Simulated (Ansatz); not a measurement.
in.yaml

```yaml
crystal:
  periodic: [false, false, false]
  atoms:
    - {symbol: B, position_ang: [0.000000, -0.298743, 1.437018]}
    - {symbol: N, position_ang: [0.000000, 0.155159, -1.044817]}
    - {symbol: H, position_ang: [0.000000, 0.538879, 2.289737]}
    - {symbol: H, position_ang: [0.000000, 1.083478, -1.445029]}
    - {symbol: H, position_ang: [0.000000, -0.574231, -1.738775]}
basis:
  gaussian: {orbitals: cc-pVDZ}
magnetization: {spin_polarized: false, initial_magnetization: 1}
correlation: {method: fic_mrcisd_q, electrons: outside_noble_gas, active_space: {window: {electrons: 3, orbitals: 3}}}
```

```sh
$ ansatz run in.yaml --threads 1 --pin off --events-out ev --progress --plain --max-ram 2393MiB
```

(1) Roughly how long does this take on 1 thread of Intel Xeon Platinum 8259CL, shared host, and how much host memory?

```
401 factors; integrals over basis functions are off by at most 1.3e-3 eV
mean field evaluation 1: about -2187.9835 eV, gradient 4.0e1 eV
mean field evaluation 2: about -2187.9833 eV, gradient 4.0e1 eV
mean field evaluation 4: about -2192.9147 eV, gradient 1.2e1 eV
mean field evaluation 8: about -2193.8982 eV, gradient 2.4e-1 eV
mean field evaluation 16: about -2189.4206 eV, gradient 3.6e1 eV
mean field evaluation 32: about -2193.7753 eV, gradient 7.7e-7 eV
mean field evaluation 64: about -2182.4595 eV, gradient 7.5e0 eV
mean field evaluation 96: about -2195.1166 eV, gradient 1.7e0 eV
mean field evaluation 128: about -2195.1821 eV, gradient 2.3e-1 eV
mean field -2195.18209997 eV, -80.6714542259 hartree, gradient 1.4e-6 eV, S^2 0.750000; 14 other end points of the search recorded, 0 dependent functions left out
reference -2195.18209997 eV, -80.6714542259 hartree; 8, 7 occupied and 35, 36 virtual orbitals, 401 factors
state -2195.84363309 eV, -80.6957651200 hartree
contracted CI cycle   1: correlation 0.00000000 eV, 0.0000000000 hartree, residual 2.25e1 eV
contracted CI cycle   2: correlation -5.75566270 eV, -0.2115167030 hartree, residual 3.14e0 eV
contracted CI cycle   3: correlation -5.91979539 eV, -0.2175484682 hartree, residual 8.95e-1 eV
contracted CI cycle   4: correlation -5.93588792 eV, -0.2181398574 hartree, residual 3.54e-1 eV
contracted CI cycle   5: correlation -5.93884178 eV, -0.2182484098 hartree, residual 1.70e-1 eV
contracted CI cycle   6: correlation -5.93952139 eV, -0.2182733850 hartree, residual 7.51e-2 eV
contracted CI cycle   7: correlation -5.93963405 eV, -0.2182775255 hartree, residual 2.79e-2 eV
contracted CI cycle   8: correlation -5.93964796 eV, -0.2182780367 hartree, residual 9.31e-3 eV
contracted CI cycle   9: correlation -5.93964961 eV, -0.2182780970 hartree, residual 3.22e-3 eV
contracted CI cycle  10: correlation -5.93964979 eV, -0.2182781039 hartree, residual 1.10e-3 eV
state -2195.84363309 eV, -80.6957651200 hartree; corrected -2202.31902903 eV, -80.9337315315 hartree
Total energy: -2202.31902903 eV, -80.9337315315 hartree
```

For the same geometry and basis UCCSDT(Q) lies 68.0 meV lower.

Answers

(1) 3.3 s wall and 0.16 GiB.
